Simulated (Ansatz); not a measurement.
Mulliken charges of CH₂AlN (`[CH]1=[N][AlH]1`) from B3LYP/def2-TZVPP in Ansatz (PBE0-D4/def2-TZVP geometry).

```
atom   x (Å)   y (Å)   z (Å)  charge (e)
  C1  -0.630  -0.699  -0.035      -0.043
  N2   0.170  -0.599   0.972      -0.298
 Al3   0.507   0.724  -0.255       0.277
  H4  -1.411  -1.460  -0.164       0.109
  H5   1.414   1.960  -0.559      -0.046
```

Problem. By hand: the dipole of these point charges (1 e Å = 4.8032 D).

Solution. Σ q r = (-0.102, 0.160, -0.351) e Å, of length 0.399 e Å = 1.92 D.

Problem. How does the dipole of the full density compare? (An estimate is asked.)

Solution. Ansatz gave: (0.044, 0.348, -0.386) e Å, 2.51 D; the point charges give 0.76 times that, at 26° from its direction.

Point charges leave out the atoms' own dipoles, such as those of lone pairs, and Mulliken's split depends on the basis, so the two needn't agree.

B3LYP here is the variant with VWN-RPA as its local correlation; programs differ in this.
